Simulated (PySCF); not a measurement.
Molecule: SMILES O=[N+]([O-])F, FNO₂.

Atom-mapped SMILES (the numbers label the heavy atoms): `[O:1]=[N+:2]([O-:3])[F:4]`.

Spin–spin couplings on one PBE0-D3(BJ)/def2-SVP geometry, PySCF 2.14.0 with density-fitted response routines, gas phase, non-relativistic, equivalent pairs averaged; isotopes ¹⁵N, ¹⁹F, ¹⁷O; basis pcJ-1.

Task: How do the couplings (Hz) change with the functional? Times are CPU seconds on 1 thread of an Arm Neoverse V2, shared host; the GGAs took longer than the global hybrids here, which isn't the general rule, and the cause wasn't traced.

Result: 
```
functional  functions  ¹J(N2,F4)  ¹J(O1,N2)  ²J(O1,F4)  ²J(O1,O3)  core-s
       LDA        108      212.3      -44.8       93.4       -4.2     2.4
       PBE        108      221.9      -44.8       86.5       -3.3     3.4
       KT2        108      212.4      -49.2       86.7       -2.0     3.7
      PBE0        108      222.1      -44.4       82.6        0.8     3.1
     B97-2        108      220.8      -43.0       81.9       -0.7       3
 BHandHLYP        108      221.1      -44.0       73.8       13.9     3.3
 CAM-B3LYP        108      219.1      -45.3       83.1        2.2     3.7
``` Left out for a near triplet instability: HF/pcJ-1.
